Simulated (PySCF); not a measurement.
Gas-phase reaction: 2 AlO + 3 H2O2 → 2 Al(OH)3 + 2 O

Computed with PySCF (xtb for GFN2) and rigid-rotor harmonic-oscillator thermochemistry at 1 bar. S°(298 K) at PBE0/def2-TZVP differs from the NASA 1993 table for H2O2 (-8 J/mol/K); whether the harmonic model or the table's entry is off was not settled. † marks an energy on the PBE0/def2-TZVP geometry and frequencies; other levels use their own. Open shells (unrestricted): AlO (multiplicity 2), O (multiplicity 3, electronic degeneracy 9); the rest are closed-shell singlets. GFN2 has no spin-polarisation term. Spin-orbit splitting is ignored; it lowers the true energy and changes the entropy of O. B3LYP is the form with VWN-RPA correlation. No R ln 2 is added for the mirror-image form of H2O2. Al(OH)3: computed as isolated molecules; such fragments, hydroxides, amides, oligomers or adducts are transient or little studied in the gas. The harmonic model lacks anharmonicity and excited electronic states, which grow with temperature; levels with a mode under 35 cm⁻¹ are left out. Internal rotation in H2O2 is treated as a harmonic vibration of one conformer, which makes the entropy rough. Warning, point group unlike the PBE0 one: H2O2 (GFN2-xTB).

```json
[
 {"level": "B3LYP/def2-TZVP†", "ΔE electronic, kJ": "-1144", "ΔH°(298 K), kJ": "-1151", "ΔS°(298 K), J/K": "-185", "ΔG°(2500 K), kJ": "-833"},
 {"level": "BLYP/def2-TZVP†", "ΔE electronic, kJ": "-995", "ΔH°(298 K), kJ": "-1003", "ΔS°(298 K), J/K": "-185", "ΔG°(2500 K), kJ": "-684"},
 {"level": "GFN2-xTB", "ΔE electronic, kJ": "-335", "ΔH°(298 K), kJ": "-343", "ΔS°(298 K), J/K": "-184", "ΔG°(2500 K), kJ": "-35"},
 {"level": "PBE/def2-SVP", "ΔE electronic, kJ": "-958", "ΔH°(298 K), kJ": "-962", "ΔS°(298 K), J/K": "-184", "ΔG°(2500 K), kJ": "-643"},
 {"level": "PBE/def2-TZVP†", "ΔE electronic, kJ": "-976", "ΔH°(298 K), kJ": "-983", "ΔS°(298 K), J/K": "-185", "ΔG°(2500 K), kJ": "-664"},
 {"level": "PBE0/def2-QZVP†", "ΔE electronic, kJ": "-1170", "ΔH°(298 K), kJ": "-1177", "ΔS°(298 K), J/K": "-185", "ΔG°(2500 K), kJ": "-859"},
 {"level": "PBE0/def2-SVP†", "ΔE electronic, kJ": "-1154", "ΔH°(298 K), kJ": "-1162", "ΔS°(298 K), J/K": "-185", "ΔG°(2500 K), kJ": "-843"},
 {"level": "r2SCAN/def2-TZVP†", "ΔE electronic, kJ": "-1169", "ΔH°(298 K), kJ": "-1176", "ΔS°(298 K), J/K": "-185", "ΔG°(2500 K), kJ": "-857"},
 {"level": "LDA/def2-TZVP†", "ΔE electronic, kJ": "-923", "ΔH°(298 K), kJ": "-930", "ΔS°(298 K), J/K": "-185", "ΔG°(2500 K), kJ": "-611"},
 {"level": "ωB97M-V/def2-TZVP†", "ΔE electronic, kJ": "-1199", "ΔH°(298 K), kJ": "-1207", "ΔS°(298 K), J/K": "-185", "ΔG°(2500 K), kJ": "-888"}
]
```
ΔH° is lowest at ωB97M-V/def2-TZVP† and highest at GFN2-xTB. No reference value is set beside these.
